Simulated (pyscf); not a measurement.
This saddle point was located with ωB97X-D3(BJ)/def2-SVP in PySCF.

```xyz
7

N      0.4264     0.1260    -0.7226
Si    -1.1662    -0.1425    -0.6698
H      1.1214     0.0267    -1.4583
H      1.0126     0.5569     0.3543
H     -1.3331     0.4357     1.3303
Cl     1.5241     1.0571     1.7049
H     -0.5889     0.6329     1.5443
```

Surface: singlet, charge 0. Lowest wavenumbers (cm⁻¹): 907i, 147, 227, 433, 517.

**Question.** Name the species on either side of this saddle.

**Answer.** H₂N–SiH: [singlet] + hydrogen chloride (HCl) <-> HN=Si: [singlet] + hydrogen chloride (HCl) + hydrogen (H₂), a multi-bond step read from left to right: H–N, H–Si, Cl–H broken and Cl–H, H–H formed. At ωB97M-D3(BJ)/def2-TZVP it lies +1.17 eV from the left side and +0.26 eV from the right (each side as separated species at their lowest minima found). On the reactant side the descent ends in a complex, 0.19 eV under the separated species and 1.44 eV under the saddle at ωB97X-D3(BJ)/def2-TZVP. On the product side the descent ends in a complex, 0.25 eV under the separated species and 0.47 eV under the saddle at ωB97X-D3(BJ)/def2-TZVP. The same reactants have a lower exit, to :HSi–Cl [singlet] + NH₃ (barrier +0.12 eV at ωB97M-D3(BJ)/def2-TZVP, against +1.17 eV here). One saddle was located; it need not be the lowest between these sides.
